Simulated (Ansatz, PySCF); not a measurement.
This PySCF input computes a B3LYP/def2-TZVPD energy:

```python
from pyscf import gto, scf, dft

mol = gto.M(
    atom='''
    C    -0.00304735    0.42791482   -0.00613070
    C     1.20001360   -0.09023937    0.00044276
    F    -1.17652991   -0.15679382    0.00308106
    H     1.34031919   -1.16762619    0.01578439
    H     2.06665249    0.55271791   -0.00938634
    ''',
    basis='def2-tzvpd',
    charge=0,
    spin=1,
    verbose=4,
)

mf = dft.UKS(mol, xc='b3lyp').density_fit(auxbasis='def2-universal-jkfit')
mf.grids.level = 3
mf.conv_tol = 1e-9
mf.max_cycle = 100
mf.max_memory = 1500
mf.kernel()
if not mf.converged:
    mf = mf.newton()
    mf.kernel(mf.make_rdm1())
for _ in range(2):
    mo, _, stable, _ = mf.stability(return_status=True)
    if stable:
        break
    mf.kernel(mf.make_rdm1(mo, mf.mo_occ))
mf.analyze()
```

Problem. Write an input for the same energy in Ansatz (a first-principles code) and say what it gives.

Solution. 
Ansatz 0.2 input:
```yaml
crystal:
  periodic: [false, false, false]
  atoms:
    - {symbol: C, position_ang: [-0.00304735, 0.42791482, -0.00613070]}
    - {symbol: C, position_ang: [1.20001360, -0.09023937, 0.00044276]}
    - {symbol: F, position_ang: [-1.17652991, -0.15679382, 0.00308106]}
    - {symbol: H, position_ang: [1.34031919, -1.16762619, 0.01578439]}
    - {symbol: H, position_ang: [2.06665249, 0.55271791, -0.00938634]}
basis:
  gaussian:
    orbitals: def2-TZVPD
hamiltonian:
  xc: {name: B3LYP}
magnetization: {spin_polarized: true, initial_magnetization: 1}
output: {forces: true}
```
It gives -177.21895 Eh, and PySCF -177.21899 Eh, a difference of 0.04 mEh, from the treatment of integrals and grids.

It need not be the lowest isomer of its formula.
